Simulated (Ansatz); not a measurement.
PbSeO4 (P2₁/c, No. 14), treated with PBE0 (Ansatz, an electronic-structure program, plane waves, PAW).

Run with plane-wave cutoff 500 eV, 4×4×4 k mesh, gaussian smearing 0.02 eV, scalar-relativistic PAW data made under PBE.

Cell (relaxed with r²SCAN):

```cif
data_O16Pb4Se4
_chemical_formula_sum 'Pb4 Se4 O16'
_space_group_name_H-M_alt 'P 1'
_space_group_IT_number 1
_cell_length_a 6.97214
_cell_length_b 7.42891
_cell_length_c 8.78971
_cell_angle_alpha 90.000
_cell_angle_beta 127.304
_cell_angle_gamma 90.000
loop_
_space_group_symop_operation_xyz
  'x, y, z'
loop_
_atom_site_label
_atom_site_type_symbol
_atom_site_fract_x
_atom_site_fract_y
_atom_site_fract_z
_atom_site_occupancy
Pb1 Pb 0.18881 0.14737 0.78500 1
Pb2 Pb 0.81119 0.64737 0.71500 1
Pb3 Pb 0.81119 0.85263 0.21500 1
Pb4 Pb 0.18881 0.35263 0.28500 1
Se1 Se 0.68533 0.16396 0.80427 1
Se2 Se 0.31467 0.66396 0.69573 1
Se3 Se 0.31467 0.83604 0.19573 1
Se4 Se 0.68533 0.33604 0.30427 1
O1 O 0.81170 0.00398 0.76394 1
O2 O 0.18830 0.50398 0.73606 1
O3 O 0.18830 0.99602 0.23606 1
O4 O 0.81170 0.49602 0.26394 1
O5 O 0.86398 0.34181 0.88078 1
O6 O 0.13602 0.84181 0.61922 1
O7 O 0.13602 0.65819 0.11922 1
O8 O 0.86398 0.15819 0.38078 1
O9 O 0.65383 0.10888 0.97152 1
O10 O 0.34617 0.60888 0.52848 1
O11 O 0.34617 0.89112 0.02848 1
O12 O 0.65383 0.39112 0.47152 1
O13 O 0.40632 0.20713 0.61790 1
O14 O 0.59368 0.70713 0.88210 1
O15 O 0.59368 0.79287 0.38210 1
O16 O 0.40632 0.29287 0.11790 1
```

Problem. Estimate the band gap that the calculation returns.

Solution. 
* **band gap**: 5.73 eV (on the SCF k mesh)

Note: the cell comes from a level without a dispersion term, which matters for the spacing of layers, chains or molecules; cell and atoms aren't relaxed at this level (largest force component 0.38 eV/Å, pressure -0.7 GPa).

Spin–orbit coupling is not included; with these elements it can move the gap by several tenths of an eV or more.

The computed numbers hold no vibrational or temperature effects.
